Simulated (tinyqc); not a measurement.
Inside a calculation. Method: extended Hueckel theory, for BH3. One step of it, computed by the program tinyqc.

Problem. Orbitals. Solve H C = S C e through S^(-1/2); fill by pairs from the bottom, a degenerate level sharing its electrons equally; each orbital has its largest coefficient positive (the first on a tie).

H (eV), lower triangle:
```
             1B 2s     1B 2px     1B 2py     1B 2pz       2H 1s       3H 1s       4H 1s
1B 2s   -15.200000
1B 2px    0.000000  -8.500000
1B 2py    0.000000   0.000000  -8.500000
1B 2pz    0.000000   0.000000   0.000000  -8.500000
2H 1s   -10.441872  -9.052301   0.000000   0.255842  -13.600000
3H 1s   -10.437893   4.527397  -7.836459   0.255700   -1.810970  -13.600000
4H 1s   -10.437893   4.527397   7.836459   0.255700   -1.810970   -1.811520  -13.600000
```

overlap S, lower triangle:
```
           1B 2s     1B 2px     1B 2py     1B 2pz     2H 1s     3H 1s     4H 1s
1B 2s   1.000000
1B 2px  0.000000   1.000000
1B 2py  0.000000   0.000000   1.000000
1B 2pz  0.000000   0.000000   0.000000   1.000000
2H 1s   0.482429   0.527899   0.000000  -0.014920  1.000000
3H 1s   0.482245  -0.264022   0.456995  -0.014912  0.088773  1.000000
4H 1s   0.482245  -0.264022  -0.456995  -0.014912  0.088773  0.088800  1.000000
```

valence electrons = 6

Give: orbital energies; occupations; coefficients; sum of one-electron energies.

Solution.

orbital energies (eV): -17.8488  -13.8617  -13.8610  -8.5046  3.3065  3.3252  7.6569

occupations: 2.0000  2.0000  2.0000  0.0000  0.0000  0.0000  0.0000

coefficients:
```
           MO1      MO2      MO3      MO4      MO5      MO6      MO7
1B 2s   0.5575   0.0000   0.0000   0.0339   0.0000  -0.0012   1.4645
1B 2px  0.0000   0.3152   0.0000   0.0000   0.0000   1.3223   0.0013
1B 2py  0.0000   0.0000   0.3152   0.0000   1.3217   0.0000   0.0000
1B 2pz  0.0009   0.0000   0.0000   0.9992   0.0000   0.0000  -0.0542
2H 1s   0.2689   0.6493   0.0000  -0.0119   0.0000  -0.9637  -0.7907
3H 1s   0.2689  -0.3248   0.5625  -0.0119  -0.8347   0.4830  -0.7890
4H 1s   0.2689  -0.3248  -0.5625  -0.0119   0.8347   0.4830  -0.7890
```

sum of one-electron energies = -91.1429 eV
